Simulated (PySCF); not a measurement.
Species: C$_{4}$H$_{4}$S, SMILES `c1ccsc1` (charge 0, multiplicity 1).

### Question
What is the computed LUMO, adiabatic ionisation energy (no zero-point term) and S1 oscillator strength (PBE0-D4/def2-TZVP (PySCF 2.14.0))?

### Answer

| Property | Value |
|---|---|
| LUMO | -0.36 eV |
| adiabatic ionisation energy (no zero-point term) | 8.73 eV |
| S1 oscillator strength | 0.077 |
